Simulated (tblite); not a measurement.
C4H9O2 (doublet state).
Z-matrix (Å and degrees, GFN2-xTB geometry), rows numbered from 1:
```
C 
O   1  1.4038
C   2  1.4164  1  113.47
C   3  1.5347  2  108.58  1   179.97
C   4  1.4864  3  111.83  2    66.72
O   5  1.3658  4  120.07  3   -54.42
H   1  1.0970  2  111.23  3    60.43
H   1  1.0884  2  106.70  3   179.91
H   1  1.0966  2  111.07  3   -60.83
H   3  1.1007  2  109.85  1   -59.37
H   3  1.1005  2  109.68  1    59.45
H   4  1.1018  3  106.84  2   -55.59
H   4  1.0897  3  109.05  2  -172.14
H   5  1.0745  4  121.56  3   151.57
H   6  0.9718  5  107.10  4    16.04
```

Structure optimised with GFN2-xTB, isolated species. This method treats the open shell by occupation alone, without spin polarisation.

Masses are those of the commonest isotopes; rigid-rotor values at the optimised geometry. The values belong to one conformer with, in the numbering `[CH3:1][O:2][CH2:3][CH2:4][CH:5][OH:6]`, C1–O2–C3–C4 180°, O2–C3–C4–C5 67°, C3–C4–C5–O6 -54°, C4–C5–O6–H 16°.

**Question.** What are A, B and C (MHz)?

**Answer.** Ia = 78.50, Ib = 219.73, Ic = 279.30 u·Å²; 505379 MHz·u·Å²/I gives A = 6438, B = 2300, C = 1809 MHz.

**Question.** What kind of rotor is it?

**Answer.** An asymmetric top; Ray's κ = -0.788.

**Question.** Is it planar, by Δ = Ic − Ia − Ib?

**Answer.** Not planar: Δ = Ic − Ia − Ib = -18.92 u·Å². For a rigid frame Δ = −2 Σ m c², so Σ m c² = 9.46 u·Å² lies off the ab plane: 5.55 from hydrogen and 3.91 from heavier atoms. The atom farthest from that plane is 1.37 Å away.

**Question.** Give the other two planar moments, Paa and Pbb, and the rms extents of the mass along the axes.

**Answer.** Paa = Σ m a² = (Ib + Ic − Ia)/2 = 210.26 and Pbb = Σ m b² = (Ia + Ic − Ib)/2 = 69.04 u·Å². With the mass M = 89.06 u, the rms extents √(P/M) along a, b and c are 1.54, 0.88, 0.33 Å.

**Question.** Give the coordinates in the principal-axis frame, origin at the centre of mass.

**Answer.** The sense of each axis is arbitrary; atoms in the order of the calculation.
```tsv
atom	mass (u)	a (Å)	b (Å)	c (Å)
C1	12.000	2.390	0.467	-0.111
O2	15.995	1.075	0.207	0.308
C3	12.000	0.518	-0.958	-0.273
C4	12.000	-0.911	-1.134	0.259
C5	12.000	-1.814	-0.052	-0.213
O6	15.995	-1.484	1.256	-0.002
H7	1.008	2.439	0.614	-1.197
H8	1.008	2.706	1.377	0.396
H9	1.008	3.061	-0.356	0.164
H10	1.008	0.507	-0.861	-1.369
H11	1.008	1.132	-1.833	-0.011
H12	1.008	-0.842	-1.152	1.359
H13	1.008	-1.297	-2.098	-0.070
H14	1.008	-2.868	-0.215	-0.340
H15	1.008	-0.539	1.279	0.226
```

**Question.** List the rotational levels J(Ka,Kc) to J = 5 (cm⁻¹).

**Answer.** Above 0(0,0):
J = 1: 1(0,1) 0.1371, 1(1,1) 0.2751, 1(1,0) 0.2915
J = 2: 2(0,2) 0.4099, 2(1,2) 0.5329, 2(1,1) 0.5820, 2(2,1) 0.9961, 2(2,0) 0.9974
J = 3: 3(0,3) 0.8157, 3(1,3) 0.9188, 3(1,2) 1.0169, 3(2,2) 1.4073, 3(2,1) 1.4141, 3(3,1) 2.1392, 3(3,0) 2.1392
J = 4: 4(0,4) 1.3508, 4(1,4) 1.4318, 4(1,3) 1.5949, 4(2,3) 1.9545, 4(2,2) 1.9745, 4(3,2) 2.6900, 4(3,1) 2.6905, 4(4,1) 3.7112, 4(4,0) 3.7112
J = 5: 5(0,5) 2.0113, 5(1,5) 2.0710, 5(1,4) 2.3145, 5(2,4) 2.6369, 5(2,3) 2.6817, 5(3,3) 3.3794, 5(3,2) 3.3814, 5(4,2) 4.3996, 5(4,1) 4.3996, 5(5,1) 5.7127, 5(5,0) 5.7127
Those of J = 1 are B + C, A + C and A + B.

For this open shell read J as N, the rotation without spin; fine and hyperfine splittings come on top. Its GFN2-xTB frequencies are all real (lowest 88 cm⁻¹). No vibrational averaging or centrifugal distortion is included, and the geometry carries the error of its method.

These are computed values.
